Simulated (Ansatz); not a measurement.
## Molecular dynamics of FHSi

input.yaml

```yaml
crystal:
  periodic: [false, false, false]
  atoms:
    - { symbol: F, position_ang: [-1.120017, 0.028234, -0.618426] }
    - { symbol: Si, position_ang: [0.193271, 0.636955, 0.178262] }
    - { symbol: H, position_ang: [0.915746, -0.729989, 0.426964] }
magnetization:
  spin_polarized: true
basis:
  gaussian: { orbitals: def2-SVP }
hamiltonian:
  xc: pbe
md:
  timestep: 1.0
  n_steps: 150
  ensemble: nve_milne
  temperature: 3000.0
  initial_velocities: maxwell_boltzmann
  seed: 682483
```

Launched with:

```bash
$ ansatz run input.yaml --threads 1 --pin off --max-ram 2048MiB --backend cpu --events-out ev --progress --plain --runs-dir out
```

It starts from a relaxed structure.

Output, in part (one step line in 6, the closing report, with atoms numbered from 0):

```
md step     0: t =     0.00 fs  T =  3000.0 K  F+E_penalty+E_count = -10598.98848003 eV  E_kin = 0.387780 eV  conserved = -10598.60070003 eV  (36 SCF iters)
md step     6: t =     6.00 fs  T =   467.0 K  F+E_penalty+E_count = -10598.66126588 eV  E_kin = 0.060368 eV  conserved = -10598.60089743 eV  (31 SCF iters)
md step    12: t =    12.00 fs  T =  1573.8 K  F+E_penalty+E_count = -10598.80455217 eV  E_kin = 0.203427 eV  conserved = -10598.60112551 eV  (29 SCF iters)
md step    18: t =    18.00 fs  T =  2895.2 K  F+E_penalty+E_count = -10598.97452779 eV  E_kin = 0.374233 eV  conserved = -10598.60029458 eV  (29 SCF iters)
md step    24: t =    24.00 fs  T =   638.4 K  F+E_penalty+E_count = -10598.68330215 eV  E_kin = 0.082519 eV  conserved = -10598.60078310 eV  (32 SCF iters)
md step    30: t =    30.00 fs  T =  1984.2 K  F+E_penalty+E_count = -10598.85781370 eV  E_kin = 0.256475 eV  conserved = -10598.60133866 eV  (29 SCF iters)
md step    36: t =    36.00 fs  T =  2083.3 K  F+E_penalty+E_count = -10598.87003521 eV  E_kin = 0.269290 eV  conserved = -10598.60074503 eV  (29 SCF iters)
md step    42: t =    42.00 fs  T =   830.6 K  F+E_penalty+E_count = -10598.70810209 eV  E_kin = 0.107366 eV  conserved = -10598.60073607 eV  (31 SCF iters)
md step    48: t =    48.00 fs  T =  2483.9 K  F+E_penalty+E_count = -10598.92228637 eV  E_kin = 0.321068 eV  conserved = -10598.60121791 eV  (30 SCF iters)
md step    54: t =    54.00 fs  T =  1209.0 K  F+E_penalty+E_count = -10598.75779907 eV  E_kin = 0.156274 eV  conserved = -10598.60152545 eV  (30 SCF iters)
md step    60: t =    60.00 fs  T =   891.9 K  F+E_penalty+E_count = -10598.71609798 eV  E_kin = 0.115292 eV  conserved = -10598.60080606 eV  (31 SCF iters)
md step    66: t =    66.00 fs  T =  2545.4 K  F+E_penalty+E_count = -10598.92979216 eV  E_kin = 0.329015 eV  conserved = -10598.60077736 eV  (30 SCF iters)
md step    72: t =    72.00 fs  T =   545.0 K  F+E_penalty+E_count = -10598.67202355 eV  E_kin = 0.070447 eV  conserved = -10598.60157622 eV  (31 SCF iters)
md step    78: t =    78.00 fs  T =   949.9 K  F+E_penalty+E_count = -10598.72369669 eV  E_kin = 0.122782 eV  conserved = -10598.60091460 eV  (31 SCF iters)
md step    84: t =    84.00 fs  T =  2142.8 K  F+E_penalty+E_count = -10598.87786987 eV  E_kin = 0.276981 eV  conserved = -10598.60088847 eV  (30 SCF iters)
md step    90: t =    90.00 fs  T =   767.8 K  F+E_penalty+E_count = -10598.70085468 eV  E_kin = 0.099250 eV  conserved = -10598.60160495 eV  (29 SCF iters)
md step    96: t =    96.00 fs  T =   888.1 K  F+E_penalty+E_count = -10598.71562398 eV  E_kin = 0.114793 eV  conserved = -10598.60083147 eV  (31 SCF iters)
md step   102: t =   102.00 fs  T =  1970.8 K  F+E_penalty+E_count = -10598.85550212 eV  E_kin = 0.254750 eV  conserved = -10598.60075251 eV  (34 SCF iters)
md step   108: t =   108.00 fs  T =  1298.1 K  F+E_penalty+E_count = -10598.76889743 eV  E_kin = 0.167789 eV  conserved = -10598.60110812 eV  (29 SCF iters)
md step   114: t =   114.00 fs  T =   928.0 K  F+E_penalty+E_count = -10598.72072492 eV  E_kin = 0.119948 eV  conserved = -10598.60077680 eV  (30 SCF iters)
md step   120: t =   120.00 fs  T =  1304.3 K  F+E_penalty+E_count = -10598.76949470 eV  E_kin = 0.168589 eV  conserved = -10598.60090551 eV  (30 SCF iters)
md step   126: t =   126.00 fs  T =  1756.9 K  F+E_penalty+E_count = -10598.82837378 eV  E_kin = 0.227093 eV  conserved = -10598.60128042 eV  (29 SCF iters)
md step   132: t =   132.00 fs  T =  1239.2 K  F+E_penalty+E_count = -10598.76114207 eV  E_kin = 0.160177 eV  conserved = -10598.60096490 eV  (30 SCF iters)
md step   138: t =   138.00 fs  T =  1099.8 K  F+E_penalty+E_count = -10598.74290248 eV  E_kin = 0.142158 eV  conserved = -10598.60074482 eV  (31 SCF iters)
md step   144: t =   144.00 fs  T =  1880.7 K  F+E_penalty+E_count = -10598.84403879 eV  E_kin = 0.243103 eV  conserved = -10598.60093575 eV  (29 SCF iters)
md step   150: t =   150.00 fs  T =  1345.0 K  F+E_penalty+E_count = -10598.77465009 eV  E_kin = 0.173856 eV  conserved = -10598.60079401 eV  (38 SCF iters)
Total energy: -10598.77467611 eV, -389.4977852397 hartree
Atom 0 at    -1.103454     0.052301    -0.606553 Å, force    -1.186438    -1.162423    -0.787967 eV/Å
Atom 1 at     0.173118     0.619025     0.165080 Å, force     2.181027     0.674037     1.285561 eV/Å
Atom 2 at     1.165091    -0.684027     0.570471 Å, force    -0.994589     0.488386    -0.497595 eV/Å
Dipole moment:     0.055120     0.021249     0.032959 e Å
```

The run went to its last step. The conserved energy stayed within 0.51 meV per atom of its start (net change -0.031 meV per atom), so the integration is sound. The temperature averaged 0.51 of the 3000 K drawn at the start: a run that starts near a minimum puts about half its kinetic energy into the potential. A run of 0.15 ps of so small a system gives no equilibrium averages.

The same pairs are bonded in the first frame and the last. Pairs count as bonded within 1.25 times the sum of covalent radii (0.12 Å more for H–H).

Last frame:

```xyz
3
Properties=species:S:1:pos:R:3
F -1.103 0.052 -0.607
Si 0.173 0.619 0.165
H 1.165 -0.684 0.571
```

Run time: 55 s on 1 thread of Intel(R) Xeon(R) 6975P-C (Granite Rapids) (shared host), peak memory 0.097 GiB.
